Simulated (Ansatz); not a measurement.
AlH (SMILES [AlH]): the energy, rung by rung

AlH: 2 atoms, total charge 0, spin state singlet. As SMILES, `[AlH]`. Geometry: a GFN2-xTB relaxation, a rough one for these elements and not checked as a minimum.

```xyz
2

Al    0.0000    0.0000    0.0000
H     0.0000    0.0000    1.6135
```

Each level gives the energy change with the Al1–H2 bond stretched from 1.613 to 2.017 Å (eV). The values are calculated.

```
                       level                    kind  program  value (eV)  less FCI/cc-pVTZ
  SVWN5/cc-pVTZ (restricted)                     LDA   Ansatz        0.30             -0.10
    PBE/cc-pVTZ (restricted)                     GGA   Ansatz        0.31             -0.09
  BHLYP/cc-pVTZ (restricted)           global hybrid   Ansatz        0.43             +0.03
wB97M-V/cc-pVTZ (restricted)  range-separated hybrid   Ansatz        0.38             -0.02
 B2PLYP/cc-pVTZ (restricted)           double hybrid   Ansatz        0.40              0.00
RPA@PBE/cc-pVTZ (restricted)                     RPA   Ansatz        0.41             +0.01
BCCD(T)/cc-pVTZ (restricted)   coupled cluster or CI   Ansatz        0.41             +0.01
                   FCI/3-21G      exact in the basis   Ansatz        0.21             -0.19
                 FCI/cc-pVTZ      exact in the basis   Ansatz        0.40              0.00
```

FCI/cc-pVTZ is exact within its basis and frozen core, so for wave-function methods in that basis the difference is their error; functionals converge differently with the basis, so for them it is only a difference. The first shape isn't each level's own minimum. The values span 0.21 to 0.43 eV. High-level rows in very small sets aren't better than simpler rows in larger ones.
